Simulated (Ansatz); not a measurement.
System: CH4S, charge 1, multiplicity 2. 
Coordinates optimised at B3LYP-D3(BJ)/def2-TZVP (Ansatz, a quantum-chemistry and plane-wave program):
```
C
H 1 1.0874
H 1 1.0973 2 111.66
H 1 1.0973 2 111.66 3 121.10
S 1 1.7780 2 107.97 3 -119.45
H 5 1.3584 1 98.44 2 180.00
```
Charge +1, spin multiplicity 2.

Parts of the frozen-core correlation energy in def2-TZVPPD (Ansatz, hartree). Frozen orbitals: 6; correlated occupied orbitals by spin: 7 and 6; virtual: 143 and 144. Open shells are spin-unrestricted. No spin-orbit coupling. Non-relativistic.

```json
[
 {"term": "reference (HF)", "value": "-437.44913"},
 {"term": "MP2 opposite-spin", "value": "(withheld)"},
 {"term": "MP2 same-spin", "value": "(withheld)"},
 {"term": "CCSD correlation", "value": "-0.36111"},
 {"term": "(T)", "value": "(withheld)"},
 {"term": "T1 diagnostic", "value": "0.016"},
 {"term": "largest doubles amplitude", "value": "0.017"},
 {"term": "<S^2> of the reference", "value": "0.767"}
]
```

### Question
What belongs in the gaps?

### Answer

- MP2 opposite-spin, value: -0.25600
- MP2 same-spin, value: -0.06728
- (T), value: -0.01384
